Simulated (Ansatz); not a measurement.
For hcp Be, PBEsol-D3(BJ) (Ansatz, a program for electronic structure, PAW) gives:

```
Item                                  Result
------------------------------  ------------
equilibrium lattice constant a       2.221 Å
lattice parameter c                  3.504 Å
bulk modulus                         132 GPa
cohesive energy                 4.26 eV/atom
```

Task: What does r²SCAN-D4 (Ansatz, plane waves, PAW) give for the same quantities?

Result: 
- lattice constant a: 2.258 Å (grows by 1.7 %)
- lattice parameter c: 3.557 Å (grows by 1.5 %)
- bulk modulus: 126 GPa (drops by 4.5 %)
- cohesive energy: 3.84 eV/atom (drops by 0.42 eV/atom)

For comparison: lattice constant a 2.286 Å (measured, 293 K, no zero-point or thermal correction, our sources range from 2.286 to 2.290; as tabulated in Wikipedia's data pages); lattice parameter c 3.584 Å (measured, 293 K, no zero-point or thermal correction; as tabulated in Wikipedia's data pages); bulk modulus 117 GPa (measured, room temperature, not corrected to a static lattice, our sources range from 97.2 to 117; as tabulated in arXiv:2410.04971); cohesive energy 3.32 eV/atom (measured, 0 K, copied from a table, unchecked, 0 K, 1 atm; zero-point vibration energy not added; as tabulated in Kittel's textbook).

Changes are worked out from the printed values.

Unless a cell is named, each level is at its own relaxed cell (PBEsol-D3(BJ) 7.48, r²SCAN-D4 7.85 Å³/atom).

Ansatz's density-functional and Hartree–Fock values are scalar-relativistic unless marked +SOC, with PAW data made under PBE.
